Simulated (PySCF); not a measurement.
# Spin-rotation constants: `O=C(F)C(F)F`, C₂HF₃O

Geometry:
```json
{"atom": "O1", "x (Å)": "1.432", "y (Å)": "-1.126", "z (Å)": "0.506"}
{"atom": "C2", "x (Å)": "0.872", "y (Å)": "-0.228", "z (Å)": "0.005"}
{"atom": "F3", "x (Å)": "1.523", "y (Å)": "0.708", "z (Å)": "-0.714"}
{"atom": "C4", "x (Å)": "-0.632", "y (Å)": "0.085", "z (Å)": "-0.014"}
{"atom": "F5", "x (Å)": "-1.298", "y (Å)": "-0.801", "z (Å)": "0.742"}
{"atom": "F6", "x (Å)": "-0.862", "y (Å)": "1.314", "z (Å)": "0.492"}
{"atom": "H7", "x (Å)": "-1.030", "y (Å)": "0.052", "z (Å)": "-1.044"}
```

Method used: PySCF, GIAO B3LYP/aug-pcSseg-1 magnetisability, rotational g tensor and spin-rotation constants, non-relativistic, gas phase. Geometry: GFN2-xTB.

Q: Give the nuclear spin-rotation constants along the inertial axes (H = +C I·J) beside the isotropic shieldings.

A: Rotational constants 5.5469, 3.2144, 2.2045 GHz. A star marks the isotopologue with that one atom substituted, in its own axes.
```csv
atom,isotope,Caa (kHz),Cbb (kHz),Ccc (kHz),mean (kHz),σ (ppm)
F3,19F,12.050,6.792,3.223,7.355,136.3
F5,19F,5.555,2.399,2.418,3.457,305.5
F6,19F,4.548,2.479,2.609,3.212,309.5
H7,1H,-0.484,-0.322,0.132,-0.225,25.2
O1,17O*,-2.916,-1.969,-0.287,-1.724,-123.6
C2,13C*,2.611,1.054,0.662,1.442,18.5
C4,13C*,1.705,0.870,0.654,1.077,67.0
```
For the geometry as given, no vibrational averaging.
